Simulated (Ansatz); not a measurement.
**Width of the whole s-p valence band of zinc-blende AlAs at several levels of theory**

No measured value is used here.

| level (code) | value (eV) | cell (Å³/atom) |
|---|---|---|
| LDA (Ansatz) | ? | 22.68 |
| PBE (Ansatz) | 11.86 | 22.68 |
| RPBE (Ansatz) | 11.83 | 22.68 |
| PBE-D3(BJ) (Ansatz) | 11.85 | 22.72 |
| B3LYP (VWN-RPA form) (Ansatz) | 12.89 | 22.68 |

### Question
Some entries are withheld; supply them.

### Answer

- LDA (Ansatz, an electronic-structure program), value (eV): 11.91

Widths are read from band energies on the run's k points.  Values are at the measured cell; PBE-D3(BJ) at the level's own relaxed cell. Cutoffs and k meshes differ between the levels. Ansatz's density-functional and Hartree–Fock values are scalar-relativistic unless marked +SOC, with PAW data made under PBE.
